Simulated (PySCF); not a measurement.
Coordinates in bohr (charge -1 multiplicity 1):
```
Li    0.0000    0.0000    0.0000
F     0.0000    0.0000    3.1898
F     0.0000    0.0000   -3.1898
```

Level of theory: PySCF, PBE0, basis Li def2-TZVPD, F def2-TZVPD (no relativity, density fitting).

This geometry of LiF₂⁻ is a stationary point at this level.

(1) What is the point group?

(2) Is it a minimum?

(3) List the harmonic modes with their infrared intensities.

## Answers

(1) D∞h.

(2) Yes: all harmonic wavenumbers are real.

(3) 
```
symmetry  ω (cm⁻¹)  IR (km/mol, summed over degenerate members)
      πu       238                                          229
     σg+       371                                          0.0
     σu+       861                                          210
```

Other isomers or separated fragments may lie lower. The lowest empty level of this anion is unbound, so it and the gap depend on the basis.
